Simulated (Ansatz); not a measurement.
Results of HSE06 (Ansatz, a program for electronic structure, PAW) for antiferromagnetic (type II) rock-salt NiO.

Settings: plane-wave cutoff 460 eV, 10×10×10 k mesh, Fermi–Dirac smearing 0.01 eV, spin-polarised with opposed moments, scalar-relativistic PAW data made under PBE.

Cell (measured lattice):

```
NiO
1.0
    4.17000     2.08500     2.08500
    2.08500     4.17000     2.08500
    2.08500     2.08500     4.17000
Ni O
2 2
Direct
  0.00000   0.00000   0.00000
  0.50000   0.50000   0.50000
  0.25000   0.25000   0.25000
  0.75000   0.75000   0.75000
```
Starting moments (μB, in the order of the record's atoms Ni Ni O O): 2.0 -2.0 0.0 0.0.

Question: What does this level give for the band gap, smallest direct gap on the k points sampled, Γ–Γ gap and magnetic moment (largest site, within a sphere)?

Answer: 
* **band gap**: 4.54 eV (indirect)
* **smallest direct gap on the k points sampled**: 5.04 eV
* **Γ–Γ gap**: 5.28 eV
* **magnetic moment (largest site, within a sphere)**: 1.68 μB

Note: cell and atoms aren't relaxed at this level (pressure 0.8 GPa).

Moments are spin moments.

Computed values are for the static lattice.
